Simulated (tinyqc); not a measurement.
A ladder of methods, and size consistency: correlation methods against full CI in the sto-6g basis, for H2O, spin multiplicity 1. Computed by the program tinyqc with PySCF. 

Geometry (angstrom):
```
atom,x,y,z
O,0.0000,0.0000,0.0000
H,0.0000,0.8470,0.5860
H,0.0000,-0.8470,0.5860
```

RHF energy of one = -75.671692 hartree

All electrons correlated; +Q is the Davidson correction (1 - c0^2) E_corr. The last columns treat two copies 100 angstrom apart as one system. FCI is the lowest singlet.

Correlation energies (hartree):
```
method,E_corr of one,share of FCI (%),E_corr of two at 100 angstrom,two minus twice one (mhartree)
MP2,-0.04134,69.870,-0.08269,0.000
CISD,-0.05803,98.078,-0.11234,3.730
CISD+Q,-0.06003,101.453,-0.11931,0.749
CCSD,-0.05899,99.692,-0.11798,0.000
CCSD(T),-0.05909,99.862,-0.11818,0.000
FCI,-0.05917,100.000,-,-
```

MP2 recovers 70 %, CISD 98.1 % and CCSD 99.7 % of the FCI value (c0^2 = 0.966 in CISD). MP2 and coupled cluster are size consistent, so their last column vanishes; CISD loses 3.73 mhartree, since a double excitation on each copy is a quadruple of the pair, and the Davidson correction leaves +0.75.
